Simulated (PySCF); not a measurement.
SiH2, SMILES [SiH2] (connectivity only; charge and spin as stated), neutral, multiplicity 1.

The structure is a stationary point at PBE-D3(BJ)/def2-TZVPD. The isomer is the one that the SMILES or the coordinates give; other isomers of the formula were not compared.

Two levels are set side by side: TDDFT-PBE/def2-TZVPD (PySCF) and ADC(2)/aug-cc-pVDZ (PySCF). Vertical, same geometry; the bases differ. Differences are taken from unrounded values.

```csv
quantity,TDDFT-PBE
lowest singlet excitation (eV),2.32
```

Question: These are the TDDFT-PBE values. What does ADC(2) give? (An estimate is asked for; the answer gives what the named calculation found.)

Answer: 
| quantity | ADC(2) | TDDFT-PBE minus ADC(2) |
|---|---|---|
| lowest singlet excitation (eV) | 2.49 | -0.17 |

A lower first singlet is the usual sign of a functional without exact exchange. Differences between two approximate levels are no errors against the true value.

Rough cost on one machine, each run with all the roots and properties that it gave: ADC(2) against TDDFT-PBE about 1/2.
